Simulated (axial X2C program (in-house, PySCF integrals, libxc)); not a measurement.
# Potential curves of PF⁻, with spin–orbit coupling

Calculated with an in-house relativistic program for diatomic molecules. Two-component (2c) means X2C with spin–orbit coupling and atomic mean-field two-electron Coulomb and Gaunt terms. Basis: P dyall-av3z [9s8p3d2f], F dyall-av3z [7s6p3d2f] (cores contracted in-house); Gaussian nuclei, density fitting, unrestricted open shells. Masses: P 30.974 u, F 18.998 u.

State: Ω = 3/2 (⟨Sz⟩ = 0.50, ⟨Lz⟩ = 1.00 at PBE0). Energies in eV from the fragments at the same level (P + F-). Fits are polynomials in 1 − R0/R over 0.85 to 1.23 times the lowest point R0.

```json
{"R (Å)": "1.4790", "PBE0": "-1.3702"}
{"R (Å)": "1.5470", "PBE0": "-1.7814"}
{"R (Å)": "1.5980", "PBE0": "-1.9550"}
{"R (Å)": "1.6490", "PBE0": "-2.0436"}
{"R (Å)": "1.7000", "PBE0": "-2.0677"}
{"R (Å)": "1.7595", "PBE0": "-2.0352"}
{"R (Å)": "1.8190", "PBE0": "-1.9554"}
{"R (Å)": "1.8955", "PBE0": "-1.8059"}
{"R (Å)": "1.9890", "PBE0": "-1.5797"}
{"R (Å)": "2.1250", "PBE0": "-1.2144"}
```

Occupations by symmetry block were frozen at the best pattern of an incomplete PBE0 search. De is counted from the lowest determinant-based energies of the atoms at the same level, without counterpoise correction. Density functionals use the spin component along the axis (collinear). The highest occupied level is positive at some bond lengths even in Hartree–Fock (under at least one Hamiltonian), so the basis set holds the extra electron there; where that holds at Re the anion is at best weakly bound and its constants depend on the basis. The functionals have no current-density term, which raises determinants with orbital currents, atoms included.

Task: Fit the PBE0 curve near its minimum: give the equilibrium distance, the harmonic wavenumber and the well depth.

Result: At PBE0, 2c: Re = 1.697 Å, ωe ≈ 660 cm⁻¹, De = 2.07 eV to P + F-; Be follows as 0.497 cm⁻¹.
